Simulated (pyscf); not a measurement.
ammonia (NH₃) + H₂N–SiH•–F → H₂N–SiH(NH₂)–F + H atom (H•) (substitution at N; doublet surface; H–N broken, N–Si formed). Optimised with ωB97X-D3(BJ)/def2-SVP in PySCF. Rate constants from transition-state theory, ωB97M-D3(BJ)/def2-TZVP energies (ideal gas, 1 atm, RRHO with modes under 100 cm⁻¹ raised to 100, one conformer, R ln 2 for rigid chiral ones; no tunnelling), k in cm³ molecule⁻¹ s⁻¹.

```json
[
 {"T (K)": "298", "1000/T": "3.354", "log10 k": "-22.87"},
 {"T (K)": "600", "1000/T": "1.667", "log10 k": "-18.23"},
 {"T (K)": "900", "1000/T": "1.111", "log10 k": "?"},
 {"T (K)": "1200", "1000/T": "0.833", "log10 k": "-15.44"}
]
```

Fit an Arrhenius line to the three values, give the activation energy, and predict k at 900 K.

Least squares gives log10 k = -13.15 − 2.92 × 1000/T, so Ea = 2.92 × ln 10 × 1.987 = 13.4 kcal/mol, against an electronic barrier of 13.8. At 900 K the line gives -16.39; the computed value is -16.47 (ΔG‡ = 44.6 kcal/mol), a factor 1.2 under the line, since the plot is curved. On the reactant side the descent ends in a complex, 6.5 kcal/mol under the separated species and 22.4 kcal/mol under the saddle at ωB97X-D3(BJ)/def2-TZVP. At ωB97X-D3(BJ) the barrier from the zero used here is 15.9 kcal/mol. One saddle was located; it need not be the lowest between these sides. The angle at the attacked N is 129°.
